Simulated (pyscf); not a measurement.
PySCF, gas phase, ωB97X-D3(BJ)/def2-SVP geometries.

### Question
For the elementary gas-phase step `[NH][W]([F])([F])([F])([F])[F]` [doublet] + `[H][H]` → `[NH2][W]([F])([F])([F])([F])[F]` + `[H]` [doublet] (doublet surface; H–H broken, H–N formed), what barrier and reaction energy does ωB97M-D3(BJ)/def2-TZVP give, measured from the separated reactants?

### Answer
ΔE‡ = 6.2 kcal/mol, ΔE = -13.0 kcal/mol. Zero-point energy shifts the barrier by +0.4 kcal/mol. It is a hydrogen abstraction, with an imaginary mode of 755i cm⁻¹. This is the saddle that the search found; another between the same sides may lie lower. The angle at the transferred H is 170°. Open-shell species with a d-block atom are single-reference here; other states, and whether the spin sits on metal or ligand, were not checked. Elements past Kr carry the def2 core potentials, without spin-orbit coupling.
